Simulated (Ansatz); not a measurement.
Consider the isomerisation: `N=C(F)CO` → `NC1(F)CO1`.

Calculated with Ansatz (gas phase, PBE0-D4/def2-TZVP geometries, no zero-point term in ΔE). CBS: MP2 limit from def2 TZ/QZ plus the TZ coupled-cluster correction, frozen cores. This one scheme is used for every species. Functionals use def2-TZVPP. B3LYP here is the variant with VWN-RPA as its local correlation; programs differ in this. One conformer a species, not always the lowest.

```tsv
level	ΔE (kcal/mol)	difference from CCSD(T)/CBS
PBE-D4	12.3	-2.2
PBE0-D4	11.5	-3.0
ωB97X-V	11.3	-3.2
PBE	12.3	-2.2
PBE0	11.4	-3.1
B3LYP	15.5	1.0
HF/def2-TZVPP	16.8	2.3
MP2/def2-TZVPP	13.1	-1.4
SCS-MP2/def2-TZVPP	14.0	-0.5
CCSD/def2-TZVPP	14.4	-0.1
HF/def2-QZVPP	16.8	2.3
MP2/def2-QZVPP	13.1	-1.4
SCS-MP2/def2-QZVPP	14.1	-0.4
HF/CBS(def2)	16.8	2.3
MP2/CBS(def2)	13.2	-1.3
CCSD/CBS(def2)	14.5	0.0
CCSD(T)/CBS	14.5	0
```

Largest T1 diagnostic among the species: 0.012.

From PBE to PBE0 (25 % exact exchange), in def2-TZVPP and without D4, ΔE moves by −0.8 kcal/mol. In def2-TZVPP, CCSD(T) changes the Hartree–Fock value by −2.3 kcal/mol (the triples alone add +0.0 kcal/mol) and MP2 by −3.7 kcal/mol.
